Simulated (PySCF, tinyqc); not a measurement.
Inside a calculation. Method: RHF in the sto-3g basis, for CH2, spin multiplicity 1. The lowest restricted solution is unstable here: a spin-polarised one lies 0.0279 hartree lower (PySCF). One step of it, computed by the program tinyqc.

Question. Iteration 2: building the Fock matrix. J_ij = sum D_kl (ij|kl), K_ij = sum D_kl (ik|jl); F = H + J - 0.5 K; E = tr D H + tr D J / 2 - 0.25 tr D K + E_nn.

D after iteration 1, lower triangle:
```
            1C 1s      1C 2s    1C 2px     1C 2py    1C 2pz     2H 1s     3H 1s
1C 1s    2.138644
1C 2s   -0.573378   2.400146
1C 2px   0.000000   0.000000  0.000000
1C 2py   0.000000   0.000000  0.000000   0.230236
1C 2pz   0.045172  -0.221560  0.000000   0.000000  0.173061
2H 1s    0.080732  -0.492672  0.000000   0.401704  0.395340  1.604253
3H 1s    0.080732  -0.492672  0.000000  -0.401704  0.395340  0.202513  1.604253
```

core Hamiltonian H = T + V (hartree), lower triangle:
```
             1C 1s      1C 2s     1C 2px     1C 2py     1C 2pz      2H 1s      3H 1s
1C 1s   -18.440701
1C 2s    -4.446777  -5.394750
1C 2px    0.000000   0.000000  -4.309910
1C 2py    0.000000   0.000000   0.000000  -4.396500
1C 2pz   -0.007899  -0.090470   0.000000   0.000000  -4.335379
2H 1s    -0.390007  -1.142931   0.000000  -0.962482  -0.532703  -2.690561
3H 1s    -0.390007  -1.142931   0.000000   0.962482  -0.532703  -0.131890  -2.690561
```

Two-electron integrals (ij|kl) in chemists' order, unique and non-zero (hartree):
```
(11|11) 3.541948    (21|11) 0.576921    (21|21) 0.111888    (22|11) 0.854682
(22|21) 0.205284    (22|22) 0.624709    (31|31) 0.020296    (32|31) 0.030858
(32|32) 0.137996    (33|11) 0.852436    (33|21) 0.205335    (33|22) 0.624568
(33|33) 0.672833    (41|41) 0.020296    (42|41) 0.030858    (42|42) 0.137996
(43|43) 0.036269    (44|11) 0.852436    (44|21) 0.205335    (44|22) 0.624568
(44|33) 0.600295    (44|44) 0.672833    (51|51) 0.020296    (52|51) 0.030858
(52|52) 0.137996    (53|53) 0.036269    (54|54) 0.036269    (55|11) 0.852436
(55|21) 0.205335    (55|22) 0.624568    (55|33) 0.600295    (55|44) 0.600295
(55|55) 0.672833    (61|11) 0.050247    (61|21) 0.009691    (61|22) 0.017771
(61|33) 0.017721    (61|41) 0.000485    (61|42) 0.000917    (61|44) 0.017842
(61|51) 0.000263    (61|52) 0.000497    (61|54) 0.000066    (61|55) 0.017757
(61|61) 0.000856    (62|11) 0.151777    (62|21) 0.037097    (62|22) 0.128684
(62|33) 0.125400    (62|41) 0.003037    (62|42) 0.023315    (62|44) 0.132909
(62|51) 0.001647    (62|52) 0.012644    (62|54) 0.004072    (62|55) 0.127609
(62|61) 0.003348    (62|62) 0.039121    (63|31) 0.003324    (63|32) 0.018783
(63|43) 0.004253    (63|53) 0.002307    (63|63) 0.004109    (64|11) 0.126780
(64|21) 0.031335    (64|22) 0.115202    (64|33) 0.109737    (64|41) 0.005439
(64|42) 0.037306    (64|44) 0.124235    (64|51) 0.001147    (64|52) 0.010046
(64|54) 0.005556    (64|55) 0.111499    (64|61) 0.002920    (64|62) 0.041376
(64|64) 0.047071    (65|11) 0.068757    (65|21) 0.016994    (65|22) 0.062478
(65|33) 0.059514    (65|41) 0.001147    (65|42) 0.010046    (65|44) 0.062763
(65|51) 0.003946    (65|52) 0.024231    (65|54) 0.006016    (65|55) 0.065083
(65|61) 0.001584    (65|62) 0.022440    (65|64) 0.023300    (65|65) 0.016746
(66|11) 0.338389    (66|21) 0.083986    (66|22) 0.332828    (66|33) 0.317847
(66|41) 0.007062    (66|42) 0.075924    (66|44) 0.352228    (66|51) 0.003830
(66|52) 0.041176    (66|54) 0.018646    (66|55) 0.327959    (66|61) 0.007607
(66|62) 0.140849    (66|64) 0.163389    (66|65) 0.088612    (66|66) 0.774606
(71|11) 0.050247    (71|21) 0.009691    (71|22) 0.017771    (71|33) 0.017721
(71|41) -0.000485   (71|42) -0.000917   (71|44) 0.017842    (71|51) 0.000263
(71|52) 0.000497    (71|54) -0.000066   (71|55) 0.017757    (71|61) 0.000831
(71|62) 0.003146    (71|64) 0.002569    (71|65) 0.001497    (71|66) 0.007121
(71|71) 0.000856    (72|11) 0.151777    (72|21) 0.037097    (72|22) 0.128684
(72|33) 0.125400    (72|41) -0.003037   (72|42) -0.023315   (72|44) 0.132909
(72|51) 0.001647    (72|52) 0.012644    (72|54) -0.004072   (72|55) 0.127609
(72|61) 0.003146    (72|62) 0.024878    (72|64) 0.019854    (72|65) 0.013936
(72|66) 0.066479    (72|71) 0.003348    (72|72) 0.039121    (73|31) 0.003324
(73|32) 0.018783    (73|43) -0.004253   (73|53) 0.002307    (73|63) 0.002350
(73|73) 0.004109    (74|11) -0.126780   (74|21) -0.031335   (74|22) -0.115202
(74|33) -0.109737   (74|41) 0.005439    (74|42) 0.037306    (74|44) -0.124235
(74|51) -0.001147   (74|52) -0.010046   (74|54) 0.005556    (74|55) -0.111499
(74|61) -0.002569   (74|62) -0.019854   (74|64) -0.014214   (74|65) -0.010977
(74|66) -0.052759   (74|71) -0.002920   (74|72) -0.041376   (74|74) 0.047071
(75|11) 0.068757    (75|21) 0.016994    (75|22) 0.062478    (75|33) 0.059514
(75|41) -0.001147   (75|42) -0.010046   (75|44) 0.062763    (75|51) 0.003946
(75|52) 0.024231    (75|54) -0.006016   (75|55) 0.065083    (75|61) 0.001497
(75|62) 0.013936    (75|64) 0.010977    (75|65) 0.009987    (75|66) 0.038863
(75|71) 0.001584    (75|72) 0.022440    (75|74) -0.023300   (75|75) 0.016746
(76|11) 0.015996    (76|21) 0.003924    (76|22) 0.014106    (76|33) 0.013750
(76|44) 0.014112    (76|51) 0.000302    (76|52) 0.002491    (76|55) 0.014440
(76|61) 0.000346    (76|62) 0.003667    (76|64) 0.003416    (76|65) 0.002332
(76|66) 0.011991    (76|71) 0.000346    (76|72) 0.003667    (76|74) -0.003416
(76|75) 0.002332    (76|76) 0.000456    (77|11) 0.338389    (77|21) 0.083986
(77|22) 0.332828    (77|33) 0.317847    (77|41) -0.007062   (77|42) -0.075924
(77|44) 0.352228    (77|51) 0.003830    (77|52) 0.041176    (77|54) -0.018646
(77|55) 0.327959    (77|61) 0.007121    (77|62) 0.066479    (77|64) 0.052759
(77|65) 0.038863    (77|66) 0.193097    (77|71) 0.007607    (77|72) 0.140849
(77|74) -0.163389   (77|75) 0.088612    (77|76) 0.011991    (77|77) 0.774606
```

nuclear repulsion = 4.26761966 hartree

Give: Coulomb J; exchange K; Fock matrix F; total energy of this density.

Answer.

Coulomb J (hartree), lower triangle:
```
          1C 1s   1C 2s  1C 2px   1C 2py  1C 2pz   2H 1s   3H 1s
1C 1s   10.4303
1C 2s    1.9593  4.4534
1C 2px   0.0000  0.0000  4.3832
1C 2py   0.0000  0.0000  0.0000   4.5240
1C 2pz   0.0055  0.1045  0.0000   0.0000  4.4357
2H 1s    0.1705  0.9882  0.0000   0.9203  0.5116  3.1760
3H 1s    0.1705  0.9882  0.0000  -0.9203  0.5116  0.1090  3.1760
```

exchange K (hartree), lower triangle:
```
         1C 1s    1C 2s  1C 2px   1C 2py  1C 2pz   2H 1s   3H 1s
1C 1s   7.1915
1C 2s   1.1737   1.5104
1C 2px  0.0000   0.0000  0.3425
1C 2py  0.0000   0.0000  0.0000   0.7823
1C 2pz  0.0048  -0.0203  0.0000   0.0000  0.5879
2H 1s   0.1072   0.4171  0.0000   0.4532  0.2833  1.4034
3H 1s   0.1072   0.4171  0.0000  -0.4532  0.2833  0.0530  1.4034
```

Fock matrix F (hartree), lower triangle:
```
           1C 1s    1C 2s   1C 2px   1C 2py   1C 2pz    2H 1s    3H 1s
1C 1s   -11.6062
1C 2s    -3.0743  -1.6966
1C 2px    0.0000   0.0000  -0.0980
1C 2py    0.0000   0.0000   0.0000  -0.2637
1C 2pz   -0.0048   0.0241   0.0000   0.0000  -0.1936
2H 1s    -0.2731  -0.3633   0.0000  -0.2688  -0.1627  -0.2163
3H 1s    -0.2731  -0.3633   0.0000   0.2688  -0.1627  -0.0494  -0.2163
```

total energy of this density = -37.836101 hartree
